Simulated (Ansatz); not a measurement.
HNC⁺, doublet: the ladder up to RCCSDT(Q)

Geometry: that of the HNC, singlet, kept fixed.

```
atom   x (Å)   y (Å)    z (Å)
   N  0.0000  0.0000   0.0555
   C  0.0000  0.0000  -1.1080
   H  0.0000  0.0000   1.0525
```

Basis cc-pVDZ; Ansatz 0.2.0. Correlated methods freeze the noble-gas cores, which leaves 9 electrons in 31 orbitals. Prefix R: restricted or restricted open-shell reference; prefix U: unrestricted. Active spaces: valence = (9e, 9o) chosen from the atoms' valence shells.

Full CI isn't at hand for all of this; RCCSDT(Q) serves as the reference, and is uncertain by the last step of the cluster series or more. The frozen core follows each run's orbitals, which can shift R against U totals by a few meV.

Unrestricted rows (U) aren't spin-pure: their determinants' ⟨S²⟩ exceeds S(S+1) by up to 0.38, so they mix in states of higher spin.

- UHF ⟨S²⟩: 1.131
- T1 diagnostic (RCCSD): 0.0312
- largest doubles amplitude (RCCSD): 0.107
- T1 diagnostic (UCCSD): 0.0626

Q: From what is known of these methods and the diagnostics, rank them by the size of their error in total energy against RCCSDT(Q) in cc-pVDZ, smallest first (an estimate: the text doesn't fix the numbers).
A. NEVPT2 (valence space)
B. UCCSDT
C. UCCSD(T)
D. RMP2
E. UMP2

A: B (3.4 kJ/mol), C (8.3 kJ/mol), A (61.9 kJ/mol), D (70.8 kJ/mol), E (125.1 kJ/mol).

All errors are against RCCSDT(Q) in cc-pVDZ. Within each family the higher level lies nearer, as is usual though not guaranteed.

Natural occupations of CASSCF (valence space) about the gap: 1.984 1.978 1.921 1.921 1.002 0.080 0.080 0.021 0.015; effectively unpaired electrons, Σ n²(2−n)², 1.10.
